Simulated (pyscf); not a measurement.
Single points on ωB97X-D3(BJ)/def2-SVP structures (PySCF, gas phase). MP2 and CC: frozen core, UHF for open shells. ΔMP2 is the change of the MP2 total energy from the triple- to the quadruple-zeta basis.

Q: For HGa=AsH + water (H₂O) → HO–GaH–AsH₂, an addition across a multiple bond or ene-type step (singlet surface; H–O broken, As–H, Ga–O formed), PBE/def2-TZVP gives ΔE‡ = -3.4 kcal/mol and ΔE = -34.3 kcal/mol (zero: the separated reactants). In which direction and how far do PBE0-D3(BJ)/def2-TZVP, M06-2X/def2-TZVP, CCSD(T)/def2-TZVPP + ΔMP2(QZVPP) move these?

A: PBE0-D3(BJ): ΔE‡ = -2.8 kcal/mol, ΔE = -37.4 kcal/mol; M06-2X: ΔE‡ = -2.9 kcal/mol, ΔE = -38.9 kcal/mol; CCSD(T): ΔE‡ = 2.2 kcal/mol, ΔE = -36.5 kcal/mol. PBE's barrier lies under all of them, by 0.5 to 5.6 kcal/mol. Its reaction energy lies over all of them, by 2.2 to 4.6 kcal/mol. On the reactant side the descent ends in an adduct with a Ga–O contact, 14.6 kcal/mol under the separated species and 13.5 kcal/mol under the saddle at ωB97X-D3(BJ)/def2-TZVP. At PBE, PBE0-D3(BJ), M06-2X the saddle lies under the separated reactants, which points to a path from their complex (located at ωB97X-D3(BJ) alone). What is counted as formed (Ga–O) is already present as a longer contact in the reactant adduct; forming that adduct is a step of its own. At ωB97X-D3(BJ) the barrier from the zero used here is -1.1 kcal/mol. HGa=AsH lies 12.3 kcal/mol over its isomer Ga–AsH₂ [singlet], and others may lie lower still (electronic energy, ωB97M-D3(BJ)). One saddle was located; it need not be the lowest between these sides. The CCSD(T) − MP2 part came from Ansatz, without density fitting, on the same reference. The frozen core leaves the outer d or s,p core shells of the metals and heavy elements correlated in the MP2 and CC values, and def2-TZVPP describes them poorly, which can shift differences by a few kcal/mol. Elements up to Kr have no core potential and no relativistic terms here.
